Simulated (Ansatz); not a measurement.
# BSiH₅+ (quartet): wave-function methods side by side, cc-pVDZ

An exercise on one series of results from a longer session: the logs are not shown, and one member is left open.

The runs use Ansatz 0.2.0, Gaussian basis; cc-pVDZ, core rule «outside noble gas», up to 6 orbitals frozen.

To be run: UHF; CCSD(T) on ROHF; CCSD(T) on UHF; BCCD(T) on ROHF; CISD as a restricted active space (open shells left free, so some higher excitations enter); CCSDT(Q) on ROHF; CCSDT(Q) on UHF.

23 further runs of the same task are left out: 10 that didn't finish, 13 set aside as unsound or not needed. Runs told in other sessions of the task aren't counted.

## The geometry

The geometry is a PBE0/def2-TZVP stationary point (not a proven minimum) of the parent state, kept for this charge and spin.

7 atoms, charge 1, spin multiplicity 4.

Atoms are counted from 1 here; the program's logs count them from 0.

Bond lengths: Si1–B2 2.095 Å, Si1–H3 1.484 Å, Si1–H4 1.484 Å, Si1–H5 1.485 Å, B2–H6 1.205 Å, B2–H7 1.205 Å. Angles: B2–Si1–H3 106.7°, B2–Si1–H4 106.7°, B2–Si1–H5 110.0°, H3–Si1–H4 112.0°, H3–Si1–H5 110.6°, H4–Si1–H5 110.6°, Si1–B2–H6 89.3°, Si1–B2–H7 89.3°, H6–B2–H7 131.0°.

The first run:

File in.yaml:

```yaml
crystal:
  periodic: [false, false, false]
  atoms:
    - {symbol: Si, position_ang: [-0.018261, 0.000000, 0.580059]}
    - {symbol: B, position_ang: [0.127982, -0.000001, -1.510314]}
    - {symbol: H, position_ang: [0.661937, -1.230696, 1.055108]}
    - {symbol: H, position_ang: [0.661938, 1.230696, 1.055107]}
    - {symbol: H, position_ang: [-1.445963, 0.000001, 0.989065]}
    - {symbol: H, position_ang: [-0.370895, -1.096559, -1.531404]}
    - {symbol: H, position_ang: [-0.370894, 1.096559, -1.531405]}
basis:
  gaussian: {orbitals: cc-pVDZ}
total_charge: 1
magnetization: {spin_polarized: true, initial_magnetization: 3}
hamiltonian: {xc: hf}
output: {orbitals: {seedname: orbitals}}
```

On the command line:

```
$ ansatz run in.yaml --threads 1 --pin off --events-out ev --progress --plain --max-ram 2393MiB
```

Among the steps run: UHF; CCSD(T) on ROHF; CCSD(T) on UHF; BCCD(T) on ROHF; CISD as a restricted active space (open shells left free, so some higher excitations enter); CCSDT(Q) on ROHF; CCSDT(Q) on UHF.

One table of the session follows, with a row left open; its other results are not shown here.

```
   method  from UCCSDT(Q) (kcal/mol)
     ROHF                    +141.80
      UHF                    +138.55
     RMP2                     +36.98
     UMP2                     +36.97
     CISD                     +17.90
    RCCSD                      +6.52
    UCCSD                      +6.43
 RCCSD(T)                      +1.65
 UCCSD(T)                      +1.67
  BCCD(T)                      +1.50
   RCCSDT                          ?
   UCCSDT                      +0.33
RCCSDT(Q)                      +0.05
UCCSDT(Q)                          0
```

**Question.** Estimate the row for RCCSDT.

As computed: from UCCSDT(Q) (kcal/mol): +0.34. In the column «from UCCSDT(Q) (kcal/mol)» it lies between UCCSDT (+0.33) and BCCD(T) (+1.50).

To keep in mind: Restricted and unrestricted rows rest on different reference determinants; a gap between their highest levels can come from leftover correlation error, from unlike frozen cores or from another state.
